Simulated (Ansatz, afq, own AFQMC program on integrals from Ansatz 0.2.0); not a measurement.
**Where AFQMC and coupled cluster stand for Cl, doublet**

A free Cl atom.

Basis def2-SVP. Noble-gas cores (and the filled d shells of Ga–Kr and In–Xe) are frozen. Ansatz 0.2.0 and our own AFQMC program on the same integrals; the CISD trial comes from CCSD amplitudes, and released means the phaseless constraint is let go. Free AFQMC starts from the CCSD state and is never constrained. Its projection time is finite, and what remains of the start isn't in its error. ± is one standard error of the sampling.

Determinant: UHF, the one that the program's search chose, which needn't be the lowest solution.

Full CI on the same integrals is exact in this basis and with this determinant's frozen core.

* T1 diagnostic: 0.0054
* weight of the determinant in the CISD state: 0.954
* ⟨S²⟩ of the determinant: 0.755
* size of the correlated space: 7 electrons in 13 orbitals

| level | correlation energy (eV) |
| --- | --- |
| MP2 | -2.9643 |
| CCSD | -3.4195 |
| CCSD(T) | -3.4474 |

(1) Estimate where phaseless AFQMC with a CISD trial lies against CCSD(T) on the same integrals.

(1) 0.13 ± 0.02 kcal/mol below CCSD(T).

Reference: full CI, correlation energy -3.456 eV. The released energy is read at 1.50 1/Eh (meV from the phaseless value at times in 1/Eh: -2.9 ± 2.2 at 0.24, -1.5 ± 0.9 at 0.50, -3.8 ± 1.0 at 1.00, -3.9 ± 1.6 at 1.50).

```
         level  E − E(reference) (kcal/mol)  share of correlation (%)
       CCSD(T)                         0.20                     99.75
         CCSDT                         0.08                     99.89
      CCSDT(Q)                         0.01                     99.99
        CCSDTQ                         0.00                    100.00
   ph-AFQMC/HF                  1.14 ± 0.28                     98.57
 ph-AFQMC/CISD                  0.07 ± 0.02                     99.92
released AFQMC                 -0.02 ± 0.04                    100.03
    free AFQMC                  0.00 ± 0.01                     99.99
```

CCSDT and higher add their correlation energy to the determinant of the CCSD(T) run, since their own runs factorise the integrals more tightly (a shift of under 2 meV). Free projections are given only where their last times agree within the noise and don't stop above the reference; a slow remainder of the start can still hide under it. A walk keeps the symmetry of its determinant, which the program's search chose and which needn't be the lowest solution, so a lower state of the same spin and another symmetry isn't excluded. Released energies are given only where the last usable release times agree within the noise; a slower fall can still hide under it.
